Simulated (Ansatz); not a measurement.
The input, for Ansatz 0.2.0:

```yaml
crystal:
  periodic: [false, false, false]
  atoms:
    - {symbol: O, position_ang: [-0.018146, 0.011469, 2.078290]}
    - {symbol: Si, position_ang: [-0.018980, -0.024087, 0.558132]}
    - {symbol: P, position_ang: [0.028984, -0.027379, -1.538099]}
    - {symbol: H, position_ang: [-0.073792, 1.330492, -1.275957]}
basis:
  gaussian: {orbitals: def2-SVPD}
magnetization: {spin_polarized: false}
correlation: {method: ccsd_t, electrons: valence}
scf: {lower_state_search: off}
output: {forces: true}
```

```sh
$ ansatz run in.yaml --threads 1 --pin off --events-out ev --progress --plain --max-ram 2393MiB
```

Log:

```
these checks for a lower state are left out or cut short: starts, cluster_reference, orbital_swaps, neighbouring_geometries, increment
747 factors; integrals over basis functions are off by at most 1.2e-3 eV
mean field evaluation 1: about -19174.6838 eV, gradient 4.5e1 eV
mean field evaluation 2: about -19174.7166 eV, gradient 4.5e1 eV
mean field evaluation 4: about -19179.0399 eV, gradient 3.2e0 eV
mean field evaluation 8: about -19179.1024 eV, gradient 3.9e-1 eV
mean field -19179.10414962 eV, -704.8190774348 hartree, gradient 5.0e-6 eV, S^2 0.000000; 0 other end points of the search recorded, 0 dependent functions left out
11 core orbitals not correlated: weight in the atoms' cores, before any rotation towards them, 1.000 or more for the frozen orbitals, at most 0.000 for the correlated occupied ones
reference -19179.10414962 eV, -704.8190774348 hartree; 8, 8 occupied and 60, 60 virtual orbitals, 747 factors
second order -11.33846430 eV of doubles, -0.00000000 eV of singles
cycle   1  -11.17592990 eV  change    1.6e-1 eV  update   1.4e-1
cycle   2  -11.61264163 eV  change   -4.4e-1 eV  update   6.0e-2
cycle   3  -11.76257585 eV  change   -1.5e-1 eV  update   2.9e-2
cycle   4  -11.76190802 eV  change    6.7e-4 eV  update   8.2e-3
cycle   5  -11.75601866 eV  change    5.9e-3 eV  update   2.8e-3
cycle   6  -11.75717698 eV  change   -1.2e-3 eV  update   1.1e-3
cycle   7  -11.75676555 eV  change    4.1e-4 eV  update   3.8e-4
cycle   8  -11.75657154 eV  change    1.9e-4 eV  update   1.8e-4
cycle   9  -11.75667930 eV  change   -1.1e-4 eV  update   7.5e-5
cycle  10  -11.75668703 eV  change   -7.7e-6 eV  update   2.6e-5
cycle  11  -11.75666899 eV  change    1.8e-5 eV  update   1.2e-5
cycle  12  -11.75667819 eV  change   -9.2e-6 eV  update   5.0e-6
cycle  13  -11.75668018 eV  change   -2.0e-6 eV  update   2.1e-6
perturbative correction -0.58233456 eV, -0.0214004003 hartree
the calculation of the forces begins
mean field evaluation 16: about -19179.1041 eV, gradient 5.0e-6 eV
Total energy: -19191.44316435 eV, -705.2725278625 hartree
Atom 0 at    -0.018146     0.011469     2.078290 Å, force    -0.029025    -0.036198     1.347502 eV/Å
Atom 1 at    -0.018980    -0.024087     0.558132 Å, force     0.060002     0.008263    -1.512929 eV/Å
Atom 2 at     0.028984    -0.027379    -1.538099 Å, force     0.063859    -1.246813     0.037862 eV/Å
Atom 3 at    -0.073792     1.330492    -1.275957 Å, force    -0.094835     1.274748     0.127565 eV/Å
Dipole moment:    -0.006678     0.043352    -0.480203 e Å
Checks for a lower state left out: starts, cluster_reference, orbital_swaps, neighbouring_geometries, increment
```

Forces (eV/Å):
```
O   -0.029 -0.036  1.348
Si   0.060  0.008 -1.513
P    0.064 -1.247  0.038
H   -0.095  1.275  0.128
```

Ran on 1 thread of Intel Xeon, shared host: 28 s wall, 0.27 GiB peak host memory.
